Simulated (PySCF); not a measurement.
Dipole moment and polarisability across levels of theory

2-methylpentane, C6H14.
Atom-mapped SMILES: `[CH3:1][CH2:2][CH2:3][CH:4]([CH3:5])[CH3:6]` (hydrogens: H7, H8, H9 on C1; H10, H11 on C2; H12, H13 on C3; H14 on C4; H15, H16, H17 on C5; H18, H19, H20 on C6)

PySCF, dipoles from the SCF density, polarisabilities from static response with core orbitals frozen. One conformer (not necessarily the lowest) at the PBE0-D3(BJ)/def2-SVP geometry, without solvent, vibrations or thermal averaging.

The anisotropy is √(½[(α1 − α2)² + (α2 − α3)² + (α3 − α1)²]).

```json
{"level": "PBE0/def2-SVPD", "μ (D)": "0.132", "α (Å³)": "11.35", "anisotropy (Å³)": "2.52"}
{"level": "CAM-B3LYP/def2-SVPD", "μ (D)": "0.132", "α (Å³)": "11.27", "anisotropy (Å³)": "2.39"}
{"level": "wB97X-D/def2-SVPD", "μ (D)": "0.129", "α (Å³)": "11.27", "anisotropy (Å³)": "2.39"}
{"level": "LC-wPBE/def2-SVPD", "μ (D)": "0.119", "α (Å³)": "10.97", "anisotropy (Å³)": "2.29"}
{"level": "PBE0/6-31G*", "μ (D)": "0.087", "α (Å³)": "9.67", "anisotropy (Å³)": "2.03"}
{"level": "PBE0/6-31+G*", "μ (D)": "0.134", "α (Å³)": "10.64", "anisotropy (Å³)": "2.22"}
{"level": "PBE0/def2-SVP", "μ (D)": "0.094", "α (Å³)": "10.10", "anisotropy (Å³)": "2.17"}
{"level": "PBE0/aug-cc-pVDZ", "μ (D)": "0.144", "α (Å³)": "11.63", "anisotropy (Å³)": "2.64"}
{"level": "PBE0/def2-TZVP", "μ (D)": "0.134", "α (Å³)": "11.20", "anisotropy (Å³)": "2.51"}
```

The dipole runs from 0.09 D (PBE0/6-31G*) to 0.14 D (PBE0/aug-cc-pVDZ). No reference polarisability is at hand; against PBE0 in the largest diffuse basis at hand (aug-cc-pVDZ) the other PBE0 rows deviate by 6-31G* -17%, 6-31+G* -8%, def2-SVP -13%, def2-SVPD -2%, def2-TZVP -4%. In one basis (def2-SVPD) the functionals order the polarisability from LC-wPBE (lowest) to PBE0 (highest), a spread of 3%. With PBE0 the polarisability is 10.32 Å³ without diffuse functions (mean of 6-31G*, def2-SVP and def2-TZVP) and 11.21 Å³ with them (mean of 6-31+G*, def2-SVPD and aug-cc-pVDZ).
